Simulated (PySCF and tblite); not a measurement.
The numbers below are computed, except where a source is named.
C5H10, numbered as in [CH3:1][CH2:2][CH:3]1[CH2:4][CH2:5]1.

Conformers came from 90 starts (ETKDG and KDG, MMFF94s, GFN2-xTB); geometries are PBE0-D3(BJ)/def2-SVP. Free energies are B3LYP-D3(BJ)/def2-TZVP (IEF-PCM, chloroform) single points with GFN2-xTB rigid-rotor and vibrational terms (modes under about 100 cm⁻¹ blended into free rotors). Symmetry numbers and mirror images are counted. Conformers within 3 kcal/mol (GFN2-xTB free energy) were kept, 8 at most. GIAO shieldings: wB97X-D/pcSseg-1 (IEF-PCM, chloroform). Shifts are against TMS (¹H), TMS (¹³C) at the same level; of two unlike H on one atom, a is the less shielded. Codes: tblite and PySCF.

Problem. What shifts does this protocol give at 298.15 K under fast conformational exchange?

Solution. ¹H: 1.03 (H2, 2H), 1.02 (H1, 3H), 0.48 (H3, 1H), 0.43 (H4a/H5a, 2H), 0.03 (H4b/H5b, 2H) ppm. ¹³C: 30.5 (C2), 15.9 (C1), 14.1 (C3), 6.0 (C4/C5) ppm.

Problem. How do the conformers differ?

Solution. Torsions listed: C1–C2–C3–C4. Of a mirror pair one member is shown.
```tsv
conformer	shape	weight %
1	83°	96.6
2	-36°	3.4
```

```tsv
signal	1	2	average
H1	1.04	0.55	1.02
H2	1.01	1.65	1.03
H3	0.47	0.74	0.48
H4a/H5a	0.43	0.24	0.43
H4b/H5b	0.02	0.31	0.03
C1	16.2	7.9	15.9
C2	30.8	22.5	30.5
C3	14.2	11.7	14.1
C4/C5	6.1	0.9	6.0
```

Problem. Which signal moves most, for its nucleus, between 150 and 400 K through the change of populations alone?

Solution. H2: 1.02 ppm at 150 K, 1.02 ppm at 200 K, 1.03 ppm at 250 K, 1.03 ppm at 298.15 K, 1.05 ppm at 400 K. Exchange is taken as fast throughout; ring flips and hindered rotations can be slow on the NMR time scale at the lower temperatures.

Shifts are unscaled: against experiment ¹³C can be off by 15 ppm or more and ¹H by 0.8 ppm.
